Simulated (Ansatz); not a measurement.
C4H6S can be A, `C=CC(C)=S`, or B, `C=C1CCS1`.

Calculated with Ansatz (gas phase, PBE0-D4/def2-TZVP geometries, no zero-point term in ΔE). CBS: MP2 limit from def2 TZ/QZ plus the TZ coupled-cluster correction, frozen cores. DFT in def2-TZVPP. B3LYP here is the variant with VWN-RPA as its local correlation; programs differ in this. One conformer a species, not always the lowest.

(1) Which isomer does CCSD(T)/CBS put lower? Give the gap. (An estimate is asked.)

(2) Give E(B) − E(A) in kJ/mol with ωB97M-V, B3LYP, HF/def2-TZVPP, CCSD/def2-TZVPP, PBE-D4, r2SCAN-D4, PBE0-D4. (Best estimate.)

Largest T1 diagnostic: 0.017.

Results:

(1) Ansatz gave: A, by 10.9 kJ/mol.

(2) The calculation gave: ωB97M-V 2.5, B3LYP 18.4, HF/def2-TZVPP 18.0, CCSD/def2-TZVPP 8.6, PBE-D4 1.3, r2SCAN-D4 8.0, PBE0-D4 -6.2. The order is the other way round with PBE0-D4.

From PBE to PBE0 (25 % exact exchange), in def2-TZVPP and without D4, E(B) − E(A) moves by −7.8 kJ/mol. In def2-TZVPP, CCSD(T) changes the Hartree–Fock value by −5.5 kJ/mol (the triples alone add +4.0 kJ/mol) and MP2 by −10.9 kJ/mol.
